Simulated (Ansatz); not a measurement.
System: anatase TiO₂ (metastable phase). Method: PBE-D3(BJ) (PAW; Ansatz, a program for electronic structure).

Numerical settings: plane-wave cutoff 520 eV, 12×12×12 k mesh, Fermi–Dirac smearing 0.01 eV, no spin polarisation, scalar-relativistic PAW data made under PBE.

Shape and atoms are relaxed at each volume.

Pressure at four volumes; x = ln(V/11.443 Å³). One pressure is withheld.

```csv
V (Å³/atom),x,P (GPa)
10.985,-0.0408,?
11.214,-0.0202,3.60
11.443,0.0000,0.00
11.900,0.0392,-6.52
```

Question: Pass a parabola P(x) through the three rows shown, estimate the bulk modulus and its pressure derivative near zero pressure, and predict the withheld pressure.

Answer: Slopes between the rows: (0.00 − (3.60))/(0.0000 − (-0.0202)) = -178.22 and (-6.52 − (0.00))/(0.0392 − (0.0000)) = -166.33 GPa. Their difference over the span 0.0594 is c = 11.89/0.0594 = 200.2 GPa, so P(x) = 3.60 + (-178.22)(x − (-0.0202)) + 200.2 (x − (-0.0202))(x − (0.0000)). At the middle row B = −dP/dx = −[-178.22 + 200.2 × 0.0202] = 174.2 GPa, and B′ = dB/dP = 2c/B = 2.3. At x = -0.0408 the parabola gives 7.44 GPa; the run gives 7.41 GPa. The Birch–Murnaghan fit to the energies at all volumes has B0 = 174 GPa and B′ = 2.2.

Note: the bulk modulus comes from volumes at which shape and atoms were relaxed.
